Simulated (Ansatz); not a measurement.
## SiHF (SMILES F[SiH]): methods side by side

SiHF: 3 atoms, total charge 0, spin state singlet. SMILES: `F[SiH]`. The coordinates come from a PBE0-D4/def2-TZVP relaxation.

| atom | x (Å) | y (Å) | z (Å) |
| --- | --- | --- | --- |
| F | -1.0902 | 0.0244 | -0.6023 |
| Si | 0.1868 | 0.6294 | 0.1738 |
| H | 0.8924 | -0.7186 | 0.4153 |

Quantity: the vertical ionisation energy (to the doublet cation), in eV. The values are calculated.

```csv
level,kind,program,value (eV),less FCI/STO-3G
revPBE/STO-3G,GGA,Ansatz,6.39,+0.82
r2SCAN/STO-3G,meta-GGA,Ansatz,6.50,+0.93
B3LYP/STO-3G,global hybrid,Ansatz,6.65,+1.08
BHLYP/STO-3G,global hybrid,Ansatz,6.70,+1.13
PBE0/STO-3G,global hybrid,Ansatz,6.61,+1.04
MP2/STO-3G,perturbation theory,Ansatz,5.76,+0.19
CCSDT(Q)/STO-3G,coupled cluster or CI,Ansatz,5.54,-0.03
FCI/STO-3G,exact in the basis,Ansatz,5.57,0.00
```

FCI/STO-3G is exact within its basis and frozen core, so for wave-function methods in that basis the difference is their error; functionals converge differently with the basis, so for them it is only a difference. The values span 5.54 to 6.70 eV. All rows use very small basis sets, so none should be taken for the real molecule's value.
